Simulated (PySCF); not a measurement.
isobutane (C₄H₁₀), SMILES C(C)(C)C.

Coordinates come from a B3LYP-D3(BJ)/def2-SVP optimisation.

Computed with PySCF with PBE/def2-TZVP.

The molecule is in vacuum.

### Question
Estimate the frontier levels, gap, dipole moment and polarisability. (Estimate from the structure and the level; the computed values follow.)

### Answer

```json
{
 "highest_occupied_level": "-7.57 eV",
 "lowest_empty_level": "0.34 eV",
 "orbital_gap": "7.91 eV",
 "dipole_moment": "0.14 D",
 "quadrupole, principal values (traceless, Buckingham form, about the centre of nuclear charge)": "-0.32, -0.32, 0.65 D·Å",
 "mean_static_polarisability": "53.5 bohr³ (7.92 Å³)",
 "polarisability_principal_values": "48.8, 55.8, 55.8 bohr³"
}
```
